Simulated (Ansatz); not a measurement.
# BH5SSi: functionals against CCSD(T) at one geometry

The atoms stand at a structure displaced at random from a GFN2-xTB minimum. How far do the functionals agree with CCSD(T) there?

The runs use Ansatz 0.2.0, Gaussian basis; single points in def2-TZVPP.

Cores are frozen in the correlated methods.

### Step 1. Starting geometry

SMILES `BS[SiH3]`, 8 atoms, charge 0, spin multiplicity 1.

Atoms are counted from 1 here; the program's logs count them from 0.

Bond lengths: B1–S2 1.859 Å, B1–H4 1.225 Å, B1–H5 1.228 Å, S2–Si3 2.290 Å, Si3–H6 1.506 Å, Si3–H7 1.536 Å, Si3–H8 1.577 Å. Angles: S2–B1–H4 117.6°, S2–B1–H5 122.2°, H4–B1–H5 120.2°, B1–S2–Si3 103.8°, S2–Si3–H6 107.8°, S2–Si3–H7 106.6°, S2–Si3–H8 101.4°, H6–Si3–H7 112.6°, H6–Si3–H8 113.9°, H7–Si3–H8 113.5°.

As a file:

```xyz
8
BH5SSi
B    -1.1067    1.0118   -1.0562
S    -1.0498   -0.7402   -0.4385
Si    0.8522   -0.8094    0.8346
H    -2.0504    1.3315   -1.7686
H    -0.2424    1.8359   -0.7683
H     0.7120    0.2173    1.9278
H     2.0251   -0.5075   -0.1109
H     0.8274   -2.2994    1.3513
```

### Step 2. CCSD(T)/def2-TZVPP

run/in.yaml

```yaml
crystal:
  periodic: [false, false, false]
  atoms:
    - {symbol: B, position_ang: [-1.106700, 1.011800, -1.056200]}
    - {symbol: S, position_ang: [-1.049800, -0.740200, -0.438500]}
    - {symbol: Si, position_ang: [0.852200, -0.809400, 0.834600]}
    - {symbol: H, position_ang: [-2.050400, 1.331500, -1.768600]}
    - {symbol: H, position_ang: [-0.242400, 1.835900, -0.768300]}
    - {symbol: H, position_ang: [0.712000, 0.217300, 1.927800]}
    - {symbol: H, position_ang: [2.025100, -0.507500, -0.110900]}
    - {symbol: H, position_ang: [0.827400, -2.299400, 1.351300]}
basis:
  gaussian: {orbitals: def2-TZVPP}
correlation: {method: ccsd_t}
output: {forces: true}
```

No record of the launch command was kept for these runs.

### Step 3. PBE0-D4/def2-TZVPP

run/in.yaml: that of step 2 with these lines changed.

```diff
@@ -13,3 +13,3 @@
   gaussian: {orbitals: def2-TZVPP}
-correlation: {method: ccsd_t}
-output: {forces: true}
+hamiltonian: {xc: pbe0, dispersion: d4}
+output: {forces: true, orbitals: {seedname: orbitals}}
```

### Step 4. wB97M-V/def2-TZVPP

run/in.yaml: that of step 3 with these lines changed.

```diff
@@ -13,3 +13,3 @@
   gaussian: {orbitals: def2-TZVPP}
-hamiltonian: {xc: pbe0, dispersion: d4}
-output: {forces: true, orbitals: {seedname: orbitals}}
+hamiltonian: {xc: {name: wB97M-V}}
+output: {forces: true}
```

### Step 5. r2SCAN-D4/def2-TZVPP

run/in.yaml: that of step 4 with these lines changed.

```diff
@@ -13,3 +13,3 @@
   gaussian: {orbitals: def2-TZVPP}
-hamiltonian: {xc: {name: wB97M-V}}
+hamiltonian: {xc: r2scan, dispersion: d4}
 output: {forces: true}
```

### Step 6. PBE-D4/def2-TZVPP

run/in.yaml: that of step 5 with these lines changed.

```diff
@@ -13,3 +13,3 @@
   gaussian: {orbitals: def2-TZVPP}
-hamiltonian: {xc: r2scan, dispersion: d4}
+hamiltonian: {xc: pbe, dispersion: d4}
 output: {forces: true}
```

### Step 7. BLYP-D4/def2-TZVPP

run/in.yaml: that of step 6 with these lines changed.

```diff
@@ -13,3 +13,3 @@
   gaussian: {orbitals: def2-TZVPP}
-hamiltonian: {xc: pbe, dispersion: d4}
+hamiltonian: {xc: {name: BLYP}, dispersion: d4}
 output: {forces: true}
```

### Step 8. B97M-V/def2-TZVPP

run/in.yaml: that of step 7 with these lines changed.

```diff
@@ -13,3 +13,3 @@
   gaussian: {orbitals: def2-TZVPP}
-hamiltonian: {xc: {name: BLYP}, dispersion: d4}
+hamiltonian: {xc: {name: B97M-V}}
 output: {forces: true}
```

(Steps that only read results are left out.)

**Question.** What will these runs give? Wanted: energy less free atoms, CCSD(T)/def2-TZVPP; RMS force component; RMS force error; HOMO and LUMO, PBE0-D4; T1 diagnostic.

As calculated:

| quantity | value |
| --- | --- |
| energy less free atoms, CCSD(T)/def2-TZVPP | -24.938 eV |
| RMS force component | 0.551 to 0.699 eV/Å over the methods |
| RMS force error | PBE0-D4 0.078, wB97M-V 0.057, r2SCAN-D4 0.049, PBE-D4 0.132, BLYP-D4 0.119, B97M-V 0.088 eV/Å |
| HOMO and LUMO, PBE0-D4 | -7.93 and -1.56 eV |
| T1 diagnostic | 0.015 |

In words: Against CCSD(T) the functionals' energies less atoms differ by -0.928 to -0.534 eV, PBE-D4 by -0.729 eV. The reference is not at the basis limit: in triple zeta CCSD(T) underbinds, which counts against methods that bind more; the gaps are no ranking. The forces of r2SCAN-D4 come nearest to CCSD(T), those of PBE-D4 are farthest. Frozen-core CCSD(T) forces in triple zeta carry basis errors of their own, and this is one geometry, so small gaps rank nothing.
